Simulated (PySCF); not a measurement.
**C₄H₇F: runs on many settings**

Which settings matter for C₄H₇F (`CC(C)=CF`)?

Programs: PySCF 2.14.0, with density-fitted response routines of our own. Each step states its level of theory. These are calculated values for one molecule in the gas phase, unless marked as measured. Atoms are numbered from 0 throughout.

## 1. The starting structure

12 atoms, charge 0, multiplicity 1; geometry from: GFN2-xTB.

Bonds of the start (Å): C0–C1 1.50, C1–C2 1.50, C1–C3 1.32, C3–F4 1.35, C0–H5 1.09, C0–H6 1.09, C0–H7 1.09, C2–H8 1.09, C2–H9 1.09, C2–H10 1.09, C3–H11 1.08.

## 2. Nuclear shieldings: PBE0/pcSseg-1

The job: settings as JSON, then the geometry in Å.

```
{"job": {"kind": "nmr", "xc": "PBE0", "basis": "pcSseg-1"}, "charge": 0, "multiplicity": 1}
C      1.406754    -0.035337     0.196214
C     -0.055366     0.170797    -0.048634
C     -0.935459    -1.030463     0.108152
C     -0.522075     1.361655    -0.385900
F     -1.834163     1.589077    -0.615295
H      1.964618     0.886861     0.058970
H      1.567279    -0.396272     1.211361
H      1.796010    -0.787876    -0.488386
H     -1.973694    -0.780303    -0.090956
H     -0.622365    -1.814795    -0.580161
H     -0.854458    -1.423450     1.121075
H      0.064117     2.259420    -0.512467
```

Method: GIAO PBE0/pcSseg-1 NMR shielding, non-relativistic, gas phase.

Run with:

```sh
OMP_NUM_THREADS=1 python probes_run.py task.json out
```

The driver reads the jobs from task.json and runs them one after another.

Standard output:

```text
coarse grid: 9776 points
cycle   1  E = -256.0612325911  dE =  4.719e-01  |g| = 4.728e-01  |ddm| = 2.933e+00
cycle   2  E = -256.0405698555  dE =  2.066e-02  |g| = 5.952e-01  |ddm| = 7.798e-01
cycle   3  E = -256.1052244150  dE = -6.465e-02  |g| = 7.485e-02  |ddm| = 4.408e-01
cycle   4  E = -256.1063545786  dE = -1.130e-03  |g| = 2.963e-02  |ddm| = 8.172e-02
cycle   5  E = -256.1065429453  dE = -1.884e-04  |g| = 9.254e-03  |ddm| = 2.721e-02
cycle   6  E = -256.1065583136  dE = -1.537e-05  |g| = 3.238e-03  |ddm| = 1.038e-02
cycle   7  E = -256.1065605863  dE = -2.273e-06  |g| = 2.556e-04  |ddm| = 2.618e-03
final grid: 94040 points
cycle   8  E = -256.1438927567  dE = -3.157e-05  |g| = 7.136e-03  |ddm| = 2.211e-02
cycle   9  E = -256.1438879885  dE =  4.768e-06  |g| = 8.824e-03  |ddm| = 1.262e-02
cycle  10  E = -256.1439049421  dE = -1.695e-05  |g| = 1.487e-03  |ddm| = 7.369e-03
cycle  11  E = -256.1439053446  dE = -4.025e-07  |g| = 1.899e-04  |ddm| = 1.352e-03
cycle  12  E = -256.1439053501  dE = -5.446e-09  |g| = 1.201e-04  |ddm| = 2.047e-04
cycle  13  E = -256.1439053532  dE = -3.063e-09  |g| = 1.196e-05  |ddm| = 8.834e-05
cycle  14  E = -256.1439053532  dE = -2.933e-11  |g| = 4.133e-06  |ddm| = 1.072e-05
converged SCF energy = -256.1439053532

GIAO shielding tensors (ppm)
atom      isotropic    diamagn.    paramagn.     s11        s22        s33       span
  0 C      166.803     246.506     -79.703    153.757    158.528    188.123     34.366
  1 C       65.343     262.302    -196.959    -40.050     75.840    160.241    200.291
  2 C      170.523     246.145     -75.622    153.073    173.258    185.237     32.164
  3 C       34.345     248.242    -213.898    -52.123     70.641     84.516    136.639
  4 F      305.446     473.364    -167.918    219.189    304.035    393.114    173.925
  5 H       30.077      30.186      -0.109     26.070     28.488     35.672      9.602
  6 H       30.078      29.507       0.571     26.236     28.007     35.992      9.756
  7 H       30.080      29.506       0.574     26.235     28.014     35.992      9.756
  8 H       29.001      29.887      -0.886     24.003     28.940     34.059     10.057
  9 H       30.360      29.429       0.931     26.355     28.081     36.643     10.288
 10 H       30.357      29.429       0.928     26.355     28.072     36.644     10.288
 11 H       24.929      30.742      -5.813     21.914     24.796     28.076      6.162
```

It took 7.9 s on 1 thread of Arm Neoverse V1, shared host; peak memory 0.55 GiB.

Shifts follow as δ = σ(reference) − σ, with reference shieldings (ppm) from runs at the same level and on the same kind of geometry: ¹H TMS 31.72, ¹³C TMS 186.9, ¹⁹F CFCl3 170.9. The references are single molecules in the gas phase, so shifts against H2O, NH3, PH3, H3PO4 or CFCl3 are not on the usual liquid scales and can be off by tens of ppm. Atoms listed in one row are averaged.

```csv
atoms,environment,σ (ppm),δ (ppm),δ scaled to CDCl3
C3,alkene CH bonded to F,34.3,152.6,147.0
C1,fully substituted alkene carbon,65.3,121.6,116.7
C0,allylic methyl carbon,166.8,20.1,17.7
C2,allylic methyl carbon,170.5,16.4,14.1
H11,hydrogen on an alkene CH bonded to F,24.93,6.79,6.51
"H8, H9, H10",hydrogen on an allylic methyl carbon,29.91,1.81,1.81
"H5, H6, H7",hydrogen on an allylic methyl carbon,30.08,1.64,1.65
F4,vinylic fluorine,305.4,-134.5,–
```

The scaled column applies a straight-line fit of computed shieldings to shifts measured in CDCl3; 19F shifts take a fit of their own (root-mean-square error 0.16 ppm for H, 1.9 ppm for C).

Charges from the same density, by scheme (e):

```csv
atoms,Mulliken,IAO,Hirshfeld,ESP fit
C0,-0.16,-0.42,-0.11,-0.70
C1,-0.51,-0.02,-0.01,0.30
C2,-0.16,-0.43,-0.12,-0.45
C3,0.32,0.10,0.02,-0.20
F4,-0.29,-0.28,-0.09,-0.13
```

Mayer bond orders: C0–C1 1.05, C1–C2 1.05, C1–C3 1.85, C3–F4 0.93.

## 3. Excited states and response: PBE0/def2-SVPD

The job, as its differences from that of step 2:

```diff
@@ -1,2 +1,2 @@
-{"job": {"kind": "nmr", "xc": "PBE0", "basis": "pcSseg-1"}, "charge": 0, "multiplicity": 1}
+{"job": {"kind": "uv", "xc": "PBE0", "basis": "def2-SVPD", "nstates": 6, "ntriplets": 2}, "charge": 0, "multiplicity": 1}
 C      1.406754    -0.035337     0.196214
```

With the program's defaults for keys left out, this is: TDDFT PBE0/def2-SVPD, vertical, gas phase, core orbitals frozen in the response.

Standard output:

```text
coarse grid: 9776 points
cycle   1  E = -255.9183866497  dE =  4.290e-01  |g| = 4.367e-01  |ddm| = 5.028e+00
cycle   2  E = -255.8979223714  dE =  2.046e-02  |g| = 5.537e-01  |ddm| = 1.215e+00
cycle   3  E = -255.9585357098  dE = -6.061e-02  |g| = 7.265e-02  |ddm| = 6.813e-01
cycle   4  E = -255.9596269878  dE = -1.091e-03  |g| = 2.762e-02  |ddm| = 1.441e-01
cycle   5  E = -255.9597949169  dE = -1.679e-04  |g| = 8.889e-03  |ddm| = 4.117e-02
cycle   6  E = -255.9598093005  dE = -1.438e-05  |g| = 3.350e-03  |ddm| = 1.431e-02
cycle   7  E = -255.9598118147  dE = -2.514e-06  |g| = 2.286e-04  |ddm| = 4.994e-03
final grid: 94040 points
cycle   8  E = -255.9972688674  dE = -2.956e-05  |g| = 7.095e-03  |ddm| = 1.069e-01
cycle   9  E = -255.9972633190  dE =  5.548e-06  |g| = 8.944e-03  |ddm| = 2.190e-02
cycle  10  E = -255.9972809132  dE = -1.759e-05  |g| = 1.463e-03  |ddm| = 1.149e-02
cycle  11  E = -255.9972813451  dE = -4.319e-07  |g| = 1.589e-04  |ddm| = 1.760e-03
cycle  12  E = -255.9972813482  dE = -3.086e-09  |g| = 1.141e-04  |ddm| = 3.638e-04
cycle  13  E = -255.9972813511  dE = -2.943e-09  |g| = 1.286e-05  |ddm| = 1.650e-04
cycle  14  E = -255.9972813512  dE = -3.939e-11  |g| = 2.692e-06  |ddm| = 3.252e-05
converged SCF energy = -255.9972813512

Static polarisability (au): isotropic 50.958, principal 39.480 51.405 61.987

Singlet excitations
state   eV       nm        f      main configurations
  1   6.4947    190.9   0.00007   H->L+1 0.97
  2   7.2150    171.8   0.00706   H->L+2 0.93
  3   7.3313    169.1   0.39552   H->L 0.95
  4   7.4849    165.6   0.01233   H->L+3 0.93
  5   8.2807    149.7   0.01802   H->L+4 0.97
  6   8.5953    144.2   0.00022   H->L+5 0.97

Triplet excitations (Tamm-Dancoff, eV): 4.4047 6.3691
```

Wall time 12 s (1 thread of Arm Neoverse V1, shared host); peak memory 0.67 GiB.

Frontier orbitals and where they lie:

```csv
orbital,eV,atoms
HOMO−3,-11.11,"C2 27 %, C0 23 %, H9 11 %"
HOMO−2,-10.38,"F4 20 %, C1 16 %, C2 16 %"
HOMO−1,-10.05,"C2 23 %, C1 18 %, C0 16 %"
HOMO,-6.99,"C1 32 %, C3 32 %, F4 14 %"
LUMO,0.66,"C3 31 %, C1 29 %, F4 8 %"
LUMO+1,0.69,"C0 20 %, C2 17 %, C3 13 %"
LUMO+2,1.44,"C0 17 %, F4 14 %, C3 11 %"
```

With each of the 6 states as a Gaussian band of 0.4 eV half-width at 1/e, the curve within the window shown has maxima at 169 nm (ε 17,000) L/(mol cm). Beyond the last state computed it falls off for lack of states. The curve at chosen wavelengths:

nm, ε (L/mol/cm) and a bar:
```
      139         74 
      142        242 
      145        509 #
      147        675 #
      150        829 ##
      153       1096 ##
      156       2220 ####
      159       5055 #########
      161       7945 ###############
      164      12779 #######################
      167      16161 ##############################
      170      16382 ##############################
      173      13596 #########################
      175      10851 ####################
      178       6739 ############
      181       3600 #######
      184       1680 ###
      187        696 #
      189        364 #
      192        128 
      195         42 
      198         14 
      201          5 
      203          2 
      206          1 
      209          0
```

Ground-state properties from the same run:

```csv
property,computed
dipole moment (D),1.78
polarisability (Å³),7.55
HOMO–LUMO gap (eV),7.65
−ε(HOMO) (eV),6.99
```

## 4. Nuclear shieldings: B97-2/pcSseg-1

The job, as its differences from that of step 3:

```diff
@@ -1,2 +1,2 @@
-{"job": {"kind": "uv", "xc": "PBE0", "basis": "def2-SVPD", "nstates": 6, "ntriplets": 2}, "charge": 0, "multiplicity": 1}
+{"job": {"kind": "nmr", "xc": "B97-2", "basis": "pcSseg-1", "pop": true, "scf": {"guess": "vsap"}}, "charge": 0, "multiplicity": 1}
 C      1.406754    -0.035337     0.196214
```

Method: GIAO B97-2/pcSseg-1 NMR shielding, non-relativistic, gas phase.

Standard output:

```text
final grid: 94040 points
cycle   1  E = -254.2410044601  dE =  9.891e-01  |g| = 2.674e+00  |ddm| = 6.199e+00
cycle   2  E = -242.3651220689  dE =  1.188e+01  |g| = 7.499e+00  |ddm| = 8.664e+00
cycle   3  E = -255.8610920422  dE = -1.350e+01  |g| = 1.529e+00  |ddm| = 6.668e+00
cycle   4  E = -256.2429890129  dE = -3.819e-01  |g| = 8.397e-01  |ddm| = 1.649e+00
cycle   5  E = -256.3417960093  dE = -9.881e-02  |g| = 1.553e-01  |ddm| = 5.602e-01
cycle   6  E = -256.3459689018  dE = -4.173e-03  |g| = 1.026e-01  |ddm| = 2.409e-01
cycle   7  E = -256.3484294548  dE = -2.461e-03  |g| = 9.909e-03  |ddm| = 7.457e-02
cycle   8  E = -256.3484477402  dE = -1.829e-05  |g| = 5.168e-03  |ddm| = 1.375e-02
cycle   9  E = -256.3484537278  dE = -5.988e-06  |g| = 7.678e-04  |ddm| = 4.025e-03
cycle  10  E = -256.3484538653  dE = -1.376e-07  |g| = 1.183e-04  |ddm| = 8.369e-04
cycle  11  E = -256.3484538686  dE = -3.212e-09  |g| = 2.669e-05  |ddm| = 1.768e-04
cycle  12  E = -256.3484538687  dE = -1.248e-10  |g| = 1.214e-05  |ddm| = 2.673e-05
converged SCF energy = -256.3484538687

GIAO shielding tensors (ppm)
atom      isotropic    diamagn.    paramagn.     s11        s22        s33       span
  0 C      165.950     246.537     -80.587    153.101    158.037    186.710     33.609
  1 C       67.020     262.235    -195.215    -35.235     76.905    159.391    194.626
  2 C      169.525     246.145     -76.620    152.502    172.023    184.050     31.549
  3 C       36.484     248.452    -211.968    -47.284     71.258     85.477    132.761
  4 F      305.901     473.625    -167.724    220.506    305.523    391.675    171.169
  5 H       30.183      30.327      -0.143     26.245     28.634     35.671      9.426
  6 H       30.175      29.671       0.505     26.395     28.135     35.996      9.602
  7 H       30.177      29.669       0.508     26.394     28.142     35.996      9.602
  8 H       29.111      30.013      -0.902     24.188     29.085     34.059      9.872
  9 H       30.449      29.590       0.859     26.517     28.209     36.622     10.104
 10 H       30.447      29.591       0.856     26.518     28.201     36.622     10.104
 11 H       25.066      30.935      -5.868     22.068     24.985     28.145      6.077
```

Wall time 8.5 s (1 thread of Arm Neoverse V1, shared host); peak memory 0.57 GiB.

In short: δ C3 149.7, C1 119.2, C0 20.2, C2 16.7, H11 6.76, H8 1.82 ppm (means over like atoms).

## 5. Excited states and response: WP04/def2-SVPD

The job, as its differences from that of step 4:

```diff
@@ -1,2 +1,2 @@
-{"job": {"kind": "nmr", "xc": "B97-2", "basis": "pcSseg-1", "pop": true, "scf": {"guess": "vsap"}}, "charge": 0, "multiplicity": 1}
+{"job": {"kind": "uv", "xc": "WP04", "basis": "def2-SVPD", "nstates": 6, "ntriplets": 2, "tda": false, "scf": {"aux": "def2-universal-jkfit"}}, "charge": 0, "multiplicity": 1}
 C      1.406754    -0.035337     0.196214
```

With the program's defaults for keys left out, this is: TDDFT WP04/def2-SVPD, vertical, gas phase, core orbitals frozen in the response.

Standard output:

```text
final grid: 94040 points
cycle   1  E = -261.9377516894  dE =  3.627e-01  |g| = 7.359e-01  |ddm| = 6.941e+00
cycle   2  E = -261.8299686466  dE =  1.078e-01  |g| = 1.073e+00  |ddm| = 2.241e+00
cycle   3  E = -262.0452939971  dE = -2.153e-01  |g| = 1.380e-01  |ddm| = 1.208e+00
cycle   4  E = -262.0494205621  dE = -4.127e-03  |g| = 3.557e-02  |ddm| = 2.714e-01
cycle   5  E = -262.0496709733  dE = -2.504e-04  |g| = 1.687e-02  |ddm| = 6.795e-02
cycle   6  E = -262.0497318805  dE = -6.091e-05  |g| = 5.599e-03  |ddm| = 2.724e-02
cycle   7  E = -262.0497396710  dE = -7.790e-06  |g| = 3.427e-04  |ddm| = 1.087e-02
cycle   8  E = -262.0497396952  dE = -2.419e-08  |g| = 1.524e-04  |ddm| = 1.300e-03
cycle   9  E = -262.0497397009  dE = -5.783e-09  |g| = 3.941e-05  |ddm| = 4.029e-04
cycle  10  E = -262.0497397013  dE = -3.914e-10  |g| = 4.514e-06  |ddm| = 9.024e-05
converged SCF energy = -262.0497397013

Static polarisability (au): isotropic 48.292, principal 36.986 48.582 59.308

Singlet excitations
state   eV       nm        f      main configurations
  1   7.0463    176.0   0.00000   H->L+1 0.99
  2   7.3645    168.4   0.39979   H->L 0.94
  3   7.6333    162.4   0.00627   H->L+2 0.96
  4   7.9951    155.1   0.01037   H->L+3 0.97
  5   8.7506    141.7   0.01206   H->L+4 0.82, H-1->L 0.16
  6   8.8195    140.6   0.00125   H-1->L 0.79, H->L+4 0.15

Triplet excitations (Tamm-Dancoff, eV): 4.3677 6.9566
```

Wall time 13 s (1 thread of Arm Neoverse V1, shared host); peak memory 0.61 GiB.

Key values: HOMO -8.16 eV, LUMO -1.52 eV; lowest singlet 7.05 eV.

## 6. Nuclear shieldings: PBE0/3-21G

The job, as its differences from that of step 5:

```diff
@@ -1,2 +1,2 @@
-{"job": {"kind": "uv", "xc": "WP04", "basis": "def2-SVPD", "nstates": 6, "ntriplets": 2, "tda": false, "scf": {"aux": "def2-universal-jkfit"}}, "charge": 0, "multiplicity": 1}
+{"job": {"kind": "nmr", "xc": "PBE0", "basis": "3-21G", "pop": true}, "charge": 0, "multiplicity": 1}
 C      1.406754    -0.035337     0.196214
```

Method: GIAO PBE0/3-21G NMR shielding, non-relativistic, gas phase.

Standard output:

```text
coarse grid: 9776 points
cycle   1  E = -254.7084735113  dE =  3.756e-01  |g| = 4.375e-01  |ddm| = 3.168e+00
cycle   2  E = -254.6898748076  dE =  1.860e-02  |g| = 5.582e-01  |ddm| = 9.830e-01
cycle   3  E = -254.7469072304  dE = -5.703e-02  |g| = 5.108e-02  |ddm| = 5.363e-01
cycle   4  E = -254.7474570941  dE = -5.499e-04  |g| = 2.495e-02  |ddm| = 7.648e-02
cycle   5  E = -254.7475959763  dE = -1.389e-04  |g| = 8.735e-03  |ddm| = 3.018e-02
cycle   6  E = -254.7476132940  dE = -1.732e-05  |g| = 1.003e-03  |ddm| = 1.193e-02
cycle   7  E = -254.7476135020  dE = -2.080e-07  |g| = 3.593e-04  |ddm| = 1.531e-03
final grid: 94040 points
cycle   8  E = -254.7783624701  dE = -2.313e-05  |g| = 6.608e-03  |ddm| = 1.614e-02
cycle   9  E = -254.7783581326  dE =  4.337e-06  |g| = 8.451e-03  |ddm| = 1.591e-02
cycle  10  E = -254.7783721794  dE = -1.405e-05  |g| = 1.085e-03  |ddm| = 9.687e-03
cycle  11  E = -254.7783724150  dE = -2.356e-07  |g| = 1.589e-04  |ddm| = 1.224e-03
cycle  12  E = -254.7783724191  dE = -4.130e-09  |g| = 1.001e-04  |ddm| = 2.408e-04
cycle  13  E = -254.7783724215  dE = -2.402e-09  |g| = 1.177e-05  |ddm| = 1.034e-04
cycle  14  E = -254.7783724215  dE = -3.547e-11  |g| = 2.412e-06  |ddm| = 1.381e-05
converged SCF energy = -254.7783724215

GIAO shielding tensors (ppm)
atom      isotropic    diamagn.    paramagn.     s11        s22        s33       span
  0 C      189.855     246.350     -56.495    178.960    181.488    209.118     30.157
  1 C      105.013     249.212    -144.199     20.691    113.588    180.759    160.068
  2 C      192.733     246.511     -53.778    178.096    192.675    207.429     29.333
  3 C       75.863     248.953    -173.090      3.256    106.726    117.606    114.350
  4 F      323.461     468.263    -144.803    238.670    306.146    425.566    186.896
  5 H       31.560      30.650       0.910     27.197     29.752     37.732     10.535
  6 H       31.438      29.851       1.588     27.261     29.618     37.436     10.175
  7 H       31.441      29.855       1.586     27.261     29.626     37.436     10.175
  8 H       30.648      30.591       0.058     25.086     30.467     36.392     11.306
  9 H       31.783      29.948       1.835     27.453     29.741     38.156     10.703
 10 H       31.780      29.943       1.837     27.454     29.731     38.156     10.702
 11 H       26.322      29.425      -3.103     23.109     26.725     29.131      6.022
```

Wall time 3.3 s (1 thread of Arm Neoverse V1, shared host); peak memory 0.41 GiB.

Key values: δ C3 133.6, C1 104.5, C0 19.7, C2 16.8, H11 6.95, H8 1.87 ppm (means over like atoms).

## 7. Run by run: NMR shifts

Shifts (ppm) of some atoms, chosen among heavy atoms and hydrogens apart, means over like atoms, with basis size and wall time:

```csv
run,C3,C1,C0,C2,H11,H5,F4,functions,time
PBE0/pcSseg-1,152.6,121.6,20.1,16.4,6.79,1.64,-134.5,120,7.9 s
B97-2/pcSseg-1,149.7,119.2,20.2,16.7,6.76,1.64,-134.1,120,8.5 s
PBE0/3-21G,133.6,104.5,19.7,16.8,6.95,1.79,-128.4,59,3.3 s
```

## 8. Comparing the runs: electronic excitations

Excitations and ground-state properties, with basis size and wall time:

```csv
run,lowest singlet (eV),brightest (eV),f,gap (eV),α (Å³),μ (D),functions,time
PBE0/def2-SVPD,6.49,7.33,0.396,7.65,7.55,1.78,159,12 s
WP04/def2-SVPD,7.05,7.36,0.400,6.64,7.16,1.93,159,13 s
```

## 9. What came out

| quantity | value |
| --- | --- |
| ¹³C shifts against TMS (PBE0/pcSseg-1) | 152.6, 121.6, 20.1, 16.4 ppm |
| ¹H shifts against TMS (PBE0/pcSseg-1, means over atoms taken as alike) | 6.79, 1.81, 1.64 ppm |
| ¹⁹F shifts against CFCl3 (PBE0/pcSseg-1) | -134.5 ppm |
| lowest singlet (PBE0/def2-SVPD) | 6.49 eV (191 nm), f = 0.000 |
| brightest single state of those computed | state 3, 7.33 eV, f = 0.396 |
| lowest triplet | 4.40 eV |
| range of the shift of C3 | 133.6 to 152.6 ppm |
| range of the lowest singlet | 6.49 to 7.05 eV |

**Reading.** Single values in the summary come from the first sound run of each kind (PBE0/pcSseg-1; PBE0/def2-SVPD), which need not be the best level. The most deshielded hydrogen is H11 (hydrogen on an alkene CH bonded to F), at 6.79 ppm: olefinic region. At PBE0/pcSseg-1: Shielding is most anisotropic at C1 (span 200 ppm, paramagnetic term -197 ppm). The lowest singlet, at 6.49 eV, is HOMO→LUMO+1 0.97 and is dark; of the 6 states computed, the strongest absorption comes from state 3 at 7.33 eV. The lowest triplet lies 2.09 eV below the lowest singlet (triplets in Tamm-Dancoff, singlets in full TDDFT). At PBE0/def2-SVPD, states above −ε(HOMO) (6.99 eV) lie where TDDFT describes them poorly and they hang on the basis; the brightest is among them. In ppm, C3 moves most: its shift spreads over 18.9 ppm, from 133.6 (PBE0/3-21G) to 152.6 (PBE0/pcSseg-1). The lowest singlet runs from 6.49 eV (PBE0/def2-SVPD) to 7.05 eV (WP04/def2-SVPD), while the orbital gap spans 6.64 to 7.65 eV. The lowest state need not be the same one in every run.
